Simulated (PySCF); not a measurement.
formic acid (CH2O2), SMILES OC=O.

Coordinates come from a PBE0-D3(BJ)/def2-TZVP optimisation. One conformer was computed; it need not be the lowest.

Two levels are set side by side: TDA-PBE/def2-SVPD (PySCF) and TDA-B3LYP/def2-SVPD (PySCF). Vertical, same geometry. The lowest singlet is HOMO→LUMO 100 % with PBE and HOMO→LUMO 100 % with the other functional; states are paired by order. Differences are taken from unrounded values.

```
quantity                               TDA-B3LYP
-------------------------------------  ---------
lowest singlet excitation (eV)              5.86
lowest triplet excitation (TDA) (eV)        5.29
first bright state (f over 0.05) (eV)       8.36
its oscillator strength                     0.06
```

### Question
What does TDA-PBE give, and how far is it from TDA-B3LYP? (The exact figures need the calculation; the answer reports its results.)

### Answer

```tsv
quantity	TDA-PBE	TDA-PBE minus TDA-B3LYP
lowest singlet excitation (eV)	5.72	-0.13
lowest triplet excitation (TDA) (eV)	5.14	-0.15
first bright state (f over 0.05) (eV)	7.69	-0.67
its oscillator strength	0.06	0.00
```

Rough cost on one machine, each run with all the roots and properties that it gave: TDA-B3LYP against TDA-PBE within a factor of 2.
